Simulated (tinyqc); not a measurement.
UHF in the sto-6g basis, for BH, spin multiplicity 3, step by step (part 2 of 2). This run ends on a higher stationary point, not on the lowest solution. Computed by tinyqc, a small Python program that keeps every step (integrals from PySCF). Command: `OMP_NUM_THREADS=1 python tinyqc.py 27312 27313 out.jsonl` (the two numbers bound the seeds that draw the settings). One thread of a shared host (Intel(R) Xeon(R) Processor @ 2.60GHz), about 0.1 s of CPU time with the checks.

Geometry (angstrom):
```
atom         x         y         z
B     0.000000  0.000000  0.000000
H     0.000000  0.000000  1.152000
```

## Iteration 2: diagonalisation and new density

extrapolated F(alpha) (hartree):
```
            1B 1s      1B 2s     1B 2px     1B 2py     1B 2pz      2H 1s
1B 1s   -8.673842  -2.241925   0.000000   0.000000  -0.003420  -0.640271
1B 2s   -2.241925  -1.248627   0.000000   0.000000   0.179898  -0.470019
1B 2px   0.000000   0.000000  -0.639946  -0.013934   0.000000   0.000000
1B 2py   0.000000   0.000000  -0.013934  -0.583131   0.000000   0.000000
1B 2pz  -0.003420   0.179898   0.000000   0.000000  -0.489583  -0.244196
2H 1s   -0.640271  -0.470019   0.000000   0.000000  -0.244196  -0.326059
```

extrapolated F(beta) (hartree):
```
            1B 1s      1B 2s     1B 2px     1B 2py     1B 2pz      2H 1s
1B 1s   -8.623239  -2.187120   0.000000   0.000000  -0.020818  -0.626540
1B 2s   -2.187120  -0.848584   0.000000   0.000000  -0.123671  -0.417487
1B 2px   0.000000   0.000000  -0.014326   0.108373   0.000000   0.000000
1B 2py   0.000000   0.000000   0.108373  -0.456218   0.000000   0.000000
1B 2pz  -0.020818  -0.123671   0.000000   0.000000  -0.071322  -0.226221
2H 1s   -0.626540  -0.417487   0.000000   0.000000  -0.226221  -0.292887
```

X:
```
            1B 1s      1B 2s    1B 2px    1B 2py     1B 2pz      2H 1s
1B 1s    1.029105  -0.151422  0.000000  0.000000  -0.012606   0.024628
1B 2s   -0.151422   1.184810  0.000000  0.000000   0.155276  -0.385825
1B 2px   0.000000   0.000000  1.000000  0.000000   0.000000   0.000000
1B 2py   0.000000   0.000000  0.000000  1.000000   0.000000   0.000000
1B 2pz  -0.012606   0.155276  0.000000  0.000000   1.153524  -0.382769
2H 1s    0.024628  -0.385825  0.000000  0.000000  -0.382769   1.305439
```

Diagonalise F' = X^T F X, C = X C', fill 4 alpha and 2 beta electrons from the bottom; D(s) = C_occ C_occ^T. Each column has its largest component positive (the first on a tie).

F' = X^T F X (alpha) (hartree):
```
           1          2          3          4          5          6
1  -8.544310  -0.999424   0.000000   0.000000  -0.031036  -0.151306
2  -0.999424  -0.757062   0.000000   0.000000   0.279180  -0.242376
3   0.000000   0.000000  -0.639946  -0.013934   0.000000   0.000000
4   0.000000   0.000000  -0.013934  -0.583131   0.000000   0.000000
5  -0.031036   0.279180   0.000000   0.000000  -0.392047  -0.205376
6  -0.151306  -0.242376   0.000000   0.000000  -0.205376  -0.046376
```

orbital energies (alpha) (hartree): MO1 -8.674309, MO2 -0.824561, MO3 -0.643180, MO4 -0.579898, MO5 -0.424440, MO6 0.183515

coefficients C (alpha):
```
              MO1        MO2       MO3        MO4        MO5        MO6
1B 1s    1.002157  -0.232902  0.000000   0.000000  -0.104930   0.114802
1B 2s   -0.009160   0.902479  0.000000   0.000000   0.302070  -0.832992
1B 2px   0.000000   0.000000  0.974119  -0.226038   0.000000   0.000000
1B 2py   0.000000   0.000000  0.226038   0.974119   0.000000   0.000000
1B 2pz  -0.000981  -0.490198  0.000000   0.000000   0.663721  -0.905858
2H 1s    0.003197   0.006256  0.000000   0.000000   0.361776   1.367195
```

F' = X^T F X (beta) (hartree):
```
           1          2          3          4          5          6
1  -8.498954  -1.004020   0.000000   0.000000  -0.007238  -0.150638
2  -1.004020  -0.358430   0.000000   0.000000  -0.023731  -0.214894
3   0.000000   0.000000  -0.014326   0.108373   0.000000   0.000000
4   0.000000   0.000000   0.108373  -0.456218   0.000000   0.000000
5  -0.007238  -0.023731   0.000000   0.000000   0.048570  -0.229811
6  -0.150638  -0.214894   0.000000   0.000000  -0.229811  -0.029359
```

orbital energies (beta) (hartree): MO1 -8.624566, MO2 -0.481365, MO3 -0.402162, MO4 -0.081750, MO5 0.010821, MO6 0.270305

coefficients C (beta):
```
              MO1        MO2        MO3        MO4       MO5        MO6
1B 1s    1.003464   0.000000  -0.204974  -0.166961  0.000000   0.076951
1B 2s   -0.014451   0.000000   0.705921   0.822888  0.000000  -0.651150
1B 2px   0.000000  -0.226038   0.000000   0.000000  0.974119   0.000000
1B 2py   0.000000   0.974119   0.000000   0.000000  0.226038   0.000000
1B 2pz   0.000419   0.000000   0.277528  -0.479774  0.000000  -1.092792
2H 1s    0.003792   0.000000   0.353183  -0.557474  0.000000   1.250849
```

D(alpha) after iteration 2:
```
            1B 1s      1B 2s    1B 2px    1B 2py     1B 2pz      2H 1s
1B 1s    1.058561  -0.219369  0.000000  0.000000   0.113185   0.001747
1B 2s   -0.219369   0.814552  0.000000  0.000000  -0.442384   0.005616
1B 2px   0.000000   0.000000  1.000000  0.000000   0.000000   0.000000
1B 2py   0.000000   0.000000  0.000000  1.000000   0.000000   0.000000
1B 2pz   0.113185  -0.442384  0.000000  0.000000   0.240295  -0.003070
2H 1s    0.001747   0.005616  0.000000  0.000000  -0.003070   0.000049
```

D(beta) after iteration 2:
```
            1B 1s      1B 2s     1B 2px     1B 2py     1B 2pz      2H 1s
1B 1s    1.006939  -0.014502   0.000000   0.000000   0.000421   0.003805
1B 2s   -0.014502   0.000209   0.000000   0.000000  -0.000006  -0.000055
1B 2px   0.000000   0.000000   0.051093  -0.220187   0.000000   0.000000
1B 2py   0.000000   0.000000  -0.220187   0.948907   0.000000   0.000000
1B 2pz   0.000421  -0.000006   0.000000   0.000000   0.000000   0.000002
2H 1s    0.003805  -0.000055   0.000000   0.000000   0.000002   0.000014
```

## Iteration 14 (converged): orbitals

converged F(alpha) (hartree):
```
            1B 1s      1B 2s     1B 2px     1B 2py     1B 2pz      2H 1s
1B 1s   -7.380278  -2.103271   0.000000   0.000000   0.011389  -0.596522
1B 2s   -2.103271  -1.052259   0.000000   0.000000  -0.121423  -0.598465
1B 2px   0.000000   0.000000  -0.227597   0.000000   0.000000   0.000000
1B 2py   0.000000   0.000000   0.000000  -0.227597   0.000000   0.000000
1B 2pz   0.011389  -0.121423   0.000000   0.000000   0.159196  -0.202188
2H 1s   -0.596522  -0.598465   0.000000   0.000000  -0.202188  -0.206669
```

converged F(beta) (hartree):
```
            1B 1s      1B 2s    1B 2px    1B 2py     1B 2pz      2H 1s
1B 1s   -7.304949  -2.049716  0.000000  0.000000   0.009360  -0.585862
1B 2s   -2.049716  -0.594059  0.000000  0.000000  -0.199547  -0.531832
1B 2px   0.000000   0.000000  0.447789  0.000000   0.000000   0.000000
1B 2py   0.000000   0.000000  0.000000  0.447789   0.000000   0.000000
1B 2pz   0.009360  -0.199547  0.000000  0.000000   0.121395  -0.387750
2H 1s   -0.585862  -0.531832  0.000000  0.000000  -0.387750  -0.504702
```

As before.

F' = X^T F X (alpha) (hartree):
```
           1          2          3          4          5          6
1  -7.211271  -1.080834   0.000000   0.000000   0.006445  -0.096095
2  -1.080834  -0.462136   0.000000   0.000000   0.072086  -0.480026
3   0.000000   0.000000  -0.227597   0.000000   0.000000   0.000000
4   0.000000   0.000000   0.000000  -0.227597   0.000000   0.000000
5   0.006445   0.072086   0.000000   0.000000   0.363339  -0.386670
6  -0.096095  -0.480026   0.000000   0.000000  -0.386670   0.280462
```

orbital energies (alpha) (hartree): MO1 -7.383888, MO2 -0.566709, MO3 -0.227597, MO4 -0.227597, MO5 0.083126, MO6 0.837866

coefficients C (alpha):
```
              MO1        MO2       MO3        MO4        MO5        MO6
1B 1s    0.993267  -0.260188  0.000000   0.000000   0.127758   0.110241
1B 2s    0.026298   0.822989  0.000000   0.000000  -0.585639  -0.760723
1B 2px   0.000000   0.000000  0.958655  -0.284569   0.000000   0.000000
1B 2py   0.000000   0.000000  0.284569   0.958655   0.000000   0.000000
1B 2pz   0.001936   0.107950  0.000000   0.000000   0.632406  -1.043937
2H 1s   -0.006502   0.300808  0.000000   0.000000   0.494946   1.290214
```

F' = X^T F X (beta) (hartree):
```
           1          2         3         4          5          6
1  -7.137953  -1.102714  0.000000  0.000000   0.011851  -0.097427
2  -1.102714   0.052217  0.000000  0.000000   0.055459  -0.446977
3   0.000000   0.000000  0.447789  0.000000   0.000000   0.000000
4   0.000000   0.000000  0.000000  0.447789   0.000000   0.000000
5   0.011851   0.055459  0.000000  0.000000   0.408344  -0.492267
6  -0.097427  -0.446977  0.000000  0.000000  -0.492267  -0.069769
```

orbital energies (beta) (hartree): MO1 -7.306945, MO2 -0.536011, MO3 0.241981, MO4 0.447789, MO5 0.447789, MO6 0.853814

coefficients C (beta):
```
              MO1        MO2        MO3        MO4       MO5        MO6
1B 1s    0.995209  -0.133658  -0.231888   0.000000  0.000000   0.143785
1B 2s    0.018593   0.264040   0.890561   0.000000  0.000000  -0.858203
1B 2px   0.000000   0.000000   0.000000   0.996125  0.087950   0.000000
1B 2py   0.000000   0.000000   0.000000  -0.087950  0.996125   0.000000
1B 2pz   0.000816   0.216206  -0.531679   0.000000  0.000000  -1.082576
2H 1s   -0.003567   0.738779  -0.227480   0.000000  0.000000   1.184313
```

D(alpha) after iteration 14:
```
            1B 1s      1B 2s    1B 2px    1B 2py     1B 2pz      2H 1s
1B 1s    1.054276  -0.188011  0.000000  0.000000  -0.026164  -0.084725
1B 2s   -0.188011   0.678002  0.000000  0.000000   0.088892   0.247391
1B 2px   0.000000   0.000000  1.000000  0.000000   0.000000   0.000000
1B 2py   0.000000   0.000000  0.000000  1.000000   0.000000   0.000000
1B 2pz  -0.026164   0.088892  0.000000  0.000000   0.011657   0.032460
2H 1s   -0.084725   0.247391  0.000000  0.000000   0.032460   0.090528
```

D(beta) after iteration 14:
```
            1B 1s      1B 2s    1B 2px    1B 2py     1B 2pz      2H 1s
1B 1s    1.008305  -0.016787  0.000000  0.000000  -0.028085  -0.102294
1B 2s   -0.016787   0.070063  0.000000  0.000000   0.057102   0.195001
1B 2px   0.000000   0.000000  0.000000  0.000000   0.000000   0.000000
1B 2py   0.000000   0.000000  0.000000  0.000000   0.000000   0.000000
1B 2pz  -0.028085   0.057102  0.000000  0.000000   0.046746   0.159726
2H 1s   -0.102294   0.195001  0.000000  0.000000   0.159726   0.545808
```

Within a degenerate level the vectors are fixed only up to a rotation; this is one choice.

## Convergence

Stop when the energy changes by less than 1e-08 hartree and every element of the error matrix X^T (F D S - S D F) X (for each spin) is below 3e-05.

Course of the cycle:
```
iteration   E (hartree)     change  largest element of the error matrix
1           -7.33828094          -                             1.54e-01
2          -23.84276196  -1.65e+01                             2.79e-01
3          -23.88122630  -3.85e-02                             2.36e-01
4          -23.97064733  -8.94e-02                             2.02e-01
5          -24.74359977  -7.73e-01                             1.28e-01
6          -24.79176036  -4.82e-02                             1.03e-01
7          -24.81502367  -2.33e-02                             7.98e-02
8          -24.84164409  -2.66e-02                             4.78e-02
9          -24.85001091  -8.37e-03                             2.07e-02
10         -24.85250222  -2.49e-03                             8.20e-03
11         -24.85293813  -4.36e-04                             7.46e-04
12         -24.85293983  -1.70e-06                             1.37e-04
13         -24.85293988  -5.30e-08                             2.99e-05
14         -24.85293989  -3.10e-09                             9.65e-06
```

PySCF UHF in the same basis, after a stability check = -25.00530139 hartree

Converged in 14 iterations. But the solution lies 0.15236 hartree above the reference: it is another stationary point, not the lowest one. Reruns (cap 100 unless said): DIIS 8: converged in 17 to a higher stationary point; damping 0.5: converged in 45 to a higher stationary point; level shift 0.5: converged in 25 to a higher stationary point; atomic densities as start, DIIS 8: converged in 9.

## Populations, bond orders and dipole

overlap S:
```
           1B 1s     1B 2s    1B 2px    1B 2py    1B 2pz     2H 1s
1B 1s   1.000000  0.264891  0.000000  0.000000  0.000000  0.075243
1B 2s   0.264891  1.000000  0.000000  0.000000  0.000000  0.495953
1B 2px  0.000000  0.000000  1.000000  0.000000  0.000000  0.000000
1B 2py  0.000000  0.000000  0.000000  1.000000  0.000000  0.000000
1B 2pz  0.000000  0.000000  0.000000  0.000000  1.000000  0.500680
2H 1s   0.075243  0.495953  0.000000  0.000000  0.500680  1.000000
```

Mulliken: Z minus the diagonal of D S on the atom; Loewdin: the same with S^(1/2) D S^(1/2); Mayer order: 2 sum_s sum (D(s) S)_ij (D(s) S)_ji over the two atoms.

Charges (e):
```
atom   Mulliken    Loewdin  Mulliken spin
1B    -0.062107  -0.070723       2.491695
2H     0.062107   0.070723      -0.491695
```

Mayer bond orders:
```
pair     order
2-1   0.754379
```

dipole moment about the origin, x y z (debye): 0.000000  0.000000  -1.008480

<S^2> of the determinant (pure state: 2) = 2.283868
